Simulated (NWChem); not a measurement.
**Basis-set convergence for BF$_{3}$**

SMILES: FB(F)F
```xyz
4

B      0.0000     0.0000     0.0000
F      0.0000     0.0000     1.3137
F      1.1377     0.0000    -0.6568
F     -1.1377     0.0000    -0.6568
```
Charge 0, spin multiplicity 1.

Everything below was run with NWChem. The geometry was optimised at B3LYP/def2-SVP, a minimum by its harmonic frequencies.

Quantity: first vertical ionisation energy at the level G0W0@PBE.

The structure started from a generated list of species.

### Question
In def2-QZVP the value is 15.04 eV. Among def2-SVP, def2-TZVPP, def2-TZVPD, which is the smallest basis within 0.2 eV of it?

### Answer
No smaller set comes that close. def2-QZVP isn't the basis-set limit itself, and a small set can land close by cancellation.

```json
[
 {"basis": "def2-SVP", "functions": "56", "first vertical ionisation energy (eV)": "14.25"},
 {"basis": "def2-TZVPP", "functions": "124", "first vertical ionisation energy (eV)": "14.81"},
 {"basis": "def2-TZVPD", "functions": "157", "first vertical ionisation energy (eV)": "14.78"},
 {"basis": "def2-QZVP", "functions": "228", "first vertical ionisation energy (eV)": "15.04"}
]
```
